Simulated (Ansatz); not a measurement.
The input (input.yaml):

```yaml
crystal:
  periodic: [false, false, false]
  atoms:
    - { symbol: "N", position_ang: [-1.5313, 0.887242, 0.177936] }
    - { symbol: C, position_ang: [-0.607847, -0.176325, 0.156958] }
    - { symbol: O, position_ang: [0.702893, 0.292536, -0.193689] }
    - { symbol: C, position_ang: [1.681507, -0.577054, -0.257051] }
    - { symbol: O, position_ang: [1.584927, -1.734032, -0.049013] }
    - { symbol: H, position_ang: [-1.292025, 1.584806, 0.858226] }
    - { symbol: H, position_ang: [-1.622539, 1.328744, -0.718397] }
    - { symbol: H, position_ang: [-0.904484, -0.925841, -0.572679] }
    - { symbol: H, position_ang: [-0.546854, -0.649235, 1.134116] }
    - { symbol: H, position_ang: [2.618823, -0.08194, -0.533305] }
basis:
  gaussian: { orbitals: def2-SVP }
hamiltonian:
  xc: hf
md:
  timestep: 0.5
  n_steps: 150
  ensemble: nve
  temperature: 300.0
  initial_velocities: maxwell_boltzmann
  seed: 159937
scf:
  lower_state_search: "off"
```

Command:

```bash
$ ansatz run input.yaml --threads 1 --pin off --max-ram 2048MiB --backend cpu --events-out ev --progress --plain --runs-dir out
```

Hardware: 1 thread of Arm Neoverse V2, with other jobs on the host.

**Question.** Roughly how long does this run take, and how much memory?

**Answer.** 2.8 min, with a peak of 0.16 GiB, for 151 ionic steps.
